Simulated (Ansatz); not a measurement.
# CH4ClSi: the cost of one run

Computed with the Python package of Ansatz 0.2.0. Level of theory: r2SCAN/def2-SVP.

### 1 The system

Bond lengths: C1–Si2 1.748 Å, Si2–Cl3 2.034 Å, C1–H4 1.056 Å, C1–H5 1.126 Å, Si2–H6 1.499 Å, Si2–H7 1.500 Å. Angles: C1–Si2–Cl3 101.3°, C1–Si2–H6 113.1°, C1–Si2–H7 112.0°, Cl3–Si2–H6 109.3°, Cl3–Si2–H7 109.1°, H6–Si2–H7 111.5°, Si2–C1–H4 120.4°, Si2–C1–H5 120.2°, H4–C1–H5 119.3°.

The script holds or builds the structure itself.

### 2 The code

Contents of run_scan.py:

```python
"""Potential curve of CH4ClSi along one bond."""

import ansatz
import numpy as np

BASIS_SET = "def2-SVP"
FUNCTIONAL = "r2SCAN"

geometry_ang = [
    ("C", [-0.9151, 0.0267, -0.5409]),
    ("Si", [0.6532, 0.0816, 0.2301]),
    ("Cl", [0.46, -1.3805, 1.6303]),
    ("H", [-1.0691, -0.5729, -1.3964]),
    ("H", [-1.7534, 0.6776, -0.1651]),
    ("H", [0.928, 1.388, 0.9117]),
    ("H", [1.7576, -0.2885, -0.7154]),
]
geometry = ansatz.Crystal.molecule()
for symbol, xyz in geometry_ang:
    geometry = geometry.atom(symbol, xyz)

symbols = [site.symbol for site in geometry.cartesian_sites]
start = np.array([site.position_ang for site in geometry.cartesian_sites])
axis = (start[6] - start[1]) / np.linalg.norm(start[6] - start[1])
moving = [6]
lengths, energies = [1.28, 1.38, 1.5, 1.65, 1.88, 2.25, 2.7, 3.3], []
for length in lengths:
    xyz = start.copy()
    xyz[moving] += (length - np.linalg.norm(start[6] - start[1])) * axis
    point = ansatz.Crystal.molecule()
    for symbol, place in zip(symbols, xyz):
        point = point.atom(symbol, place.tolist())
    job = point.calculation()
    job = job.basis(gaussian=BASIS_SET)
    job = job.functional(FUNCTIONAL).spin("collinear", total=1)
    job = job.accuracy("medium")
    r = job.run().report
    energies.append(r["free_energy_ev"])
    print(f"r = {length:6.3f} A  E = {energies[-1]:.5f} eV  <S^2> = {abs(r['mean_field']['state']['spin_squared']):.3f}")

print("energy above the lowest point (eV):", [round(e - min(energies), 3) for e in energies])
```

### 3 The run

Launch:

```
> python run_scan.py
```

What time and memory should one allow on 1 thread of Arm Neoverse V1, shared host?

About 60 s, with a peak of 0.25 GiB.
